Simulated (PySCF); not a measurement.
**FH5SSi, a complex of two parts: interaction energy**

One table from this session's results is given with a row withheld; the runs are named, their logs left out.

Programs: PySCF 2.14.0. All values are calculated, for the isolated system unless a continuum is named. Atoms count from 0, parts from 1.

## Starting point

8 atoms, charge 0, multiplicity 1; geometry: GFN2-xTB. Parts: 1 = atoms 0–4, `F[SiH3]`, charge 0; 2 = atoms 5–7, `S`, charge 0.

Set-up of the first run:

The job: settings as JSON, then the geometry in Å.

```
{"job": {"xc": "PBE0", "basis": "def2-SVPD", "d3": "d3bj", "grid": 2, "kind": "geom"}, "charge": 0, "multiplicity": 1, "parts": [{"atoms": "0-4", "charge": 0, "multiplicity": 1}, {"atoms": "5-7", "charge": 0, "multiplicity": 1}]}
Si    -0.162910     0.032214     0.190240
F      0.880974    -0.545298    -0.896903
H      0.666254     0.416035     1.319718
H     -0.817444     1.147064    -0.473471
H     -1.046183    -1.090417     0.462272
S      2.201341    -3.047166     1.323398
H      2.189183    -2.214825     0.293388
H      1.540027    -3.979454     0.649516
```

On the command line:

```
> OMP_NUM_THREADS=1 python cluster_run.py task.json out
```

One launch serves the whole session: the jobs run in the order shown.

Among the steps run: Optimising the geometry at PBE0-D3(BJ)/def2-SVPD; Coupled-cluster interaction energy: CCSD(T) and MP2.

One table of the session follows, with a row left open; its other results are not shown here.

It belongs to the step «Coupled-cluster interaction energy: CCSD(T) and MP2». 

| method | interaction energy (kcal/mol) |
| --- | --- |
| HF/aug-cc-pVDZ | 0.07 |
| MP2/aug-cc-pVDZ | ? |
| CCSD/aug-cc-pVDZ | -1.36 |
| CCSD(T)/aug-cc-pVDZ | -1.60 |
| HF/aug-cc-pVTZ | 0.20 |
| MP2/aug-cc-pVTZ | -2.02 |
| SCS-MP2/aug-cc-pVTZ | -1.44 |
| MP2, extrapolated | -2.22 |
| CCSD(T), limit estimate | -2.15 |

Estimate the missing values for MP2/aug-cc-pVDZ.

**Answer.** interaction energy (kcal/mol): -1.68. In the column «interaction energy (kcal/mol)» it lies between MP2/aug-cc-pVTZ (-2.02) and CCSD(T)/aug-cc-pVDZ (-1.60).
